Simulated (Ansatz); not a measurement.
```yaml
crystal:
  periodic: [false, false, false]
  atoms:
    - {symbol: N, position_ang: [-1.491010, 0.104499, -0.369760]}
    - {symbol: Ga, position_ang: [0.342978, -0.045926, 0.085947]}
    - {symbol: H, position_ang: [-2.005949, 0.929180, -0.073647]}
    - {symbol: H, position_ang: [-2.140561, -0.675905, -0.320263]}
    - {symbol: H, position_ang: [1.141052, 1.471453, -0.413025]}
basis:
  gaussian: {orbitals: def2-TZVP}
magnetization: {spin_polarized: true, initial_magnetization: 1}
hamiltonian: {xc: pbe0}
relax: {f_tol: 0.004, max_steps: 80}
```

```sh
$ ansatz run in.yaml --threads 1 --pin off --events-out ev --progress --plain --max-ram 2176MiB
```

Steps of the relaxation (energy above the last step; positions in Å, forces in eV/Å):

```
5
step 1, 281.9 meV
N    -1.491    0.104   -0.370    0.164   -0.251    0.325
Ga    0.343   -0.046    0.086   -0.285    1.376   -0.796
H    -2.006    0.929   -0.074    0.278    0.034   -0.139
H    -2.141   -0.676   -0.320    0.341    0.040    0.069
H     1.141    1.471   -0.413   -0.500   -1.200    0.541
```

```
5
step 2, 56.0 meV
N    -1.510    0.095   -0.407   -0.072   -0.399    0.491
Ga    0.337    0.045   -0.084   -0.659   -0.218   -0.166
H    -2.000    0.945   -0.147    0.090   -0.032   -0.160
H    -2.120   -0.701   -0.179    0.631    0.525   -0.190
H     1.140    1.400   -0.274    0.011    0.124    0.026
```

```
5
step 3, 32.3 meV
N    -1.504    0.095   -0.397   -0.047   -0.175    0.370
Ga    0.330    0.027   -0.104   -0.374   -0.071   -0.128
H    -1.991    0.953   -0.163    0.075   -0.050   -0.138
H    -2.106   -0.695   -0.167    0.336    0.258   -0.133
H     1.118    1.403   -0.259    0.009    0.037    0.029
```

```
5
step 4, 12.9 meV
N    -1.498    0.094   -0.358   -0.020    0.273    0.140
Ga    0.321    0.011   -0.150    0.055    0.052   -0.039
H    -1.990    0.966   -0.199    0.067   -0.172   -0.084
H    -2.088   -0.692   -0.153   -0.104   -0.112   -0.023
H     1.101    1.404   -0.231    0.002   -0.041    0.006
```

```
5
step 9, 0.0 meV
N    -1.493    0.102   -0.219    0.001    0.000    0.000
Ga    0.331    0.017   -0.189    0.000    0.000    0.000
H    -2.014    0.964   -0.256    0.000    0.000    0.000
H    -2.097   -0.701   -0.201    0.000    0.000    0.000
H     1.119    1.402   -0.225    0.000    0.000    0.000
```

Close pairs at the end: N1–H4 1.006 Å, N1–H3 1.008 Å, Ga2–H5 1.594 Å, N1–Ga2 1.826 Å.

A stationary point of unrestricted PBE0 after 9 steps, with ⟨S²⟩ = 0.754 against 0.75 for a pure state; no frequencies were run, so it isn't proven a minimum. 18 s on 1 thread of Intel Xeon 6975P-C, shared host.
